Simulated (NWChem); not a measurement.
Correlation energy of C2H5O

```xyz
8

C     -1.1839     0.2530     0.0000
C      0.3421     0.3570     0.0000
O      1.0449    -0.7891     0.0000
H     -1.6601     1.2549     0.0000
H     -1.5328    -0.2999    -0.8953
H     -1.5328    -0.2999     0.8953
H      0.7085     0.9988     0.8606
H      0.7085     0.9988    -0.8606
```
Charge 0, spin multiplicity 2.

All runs are NWChem calculations. Structure: optimised with UPBE/def2-SVP, a minimum by its harmonic frequencies.

Basis set: STO-3G. Each correlation energy counts from its own Hartree-Fock reference.

The correlated methods keep 3 core orbitals frozen. The structure started from a generated list of species. The unpaired electrons of the parent sit in orbitals of symmetry a" (Cs labels of the run); other states weren't searched. The stability of the SCF solutions was not checked. Open-shell Hartree-Fock references start from PBE0 orbitals. Coupled-cluster values serve here as a point of comparison, not as the truth.

**Question.** One of these methods gave a correlation energy of -132.7 mHa. Which?
(A) CCSD on UHF
(B) SCS-UMP2
(C) CCSD(T) on ROHF
(D) UMP2

**Answer.** B, SCS-UMP2. The others give -165.4 (CCSD(T) on ROHF), -162.5 (CCSD on UHF), -119.4 (UMP2).
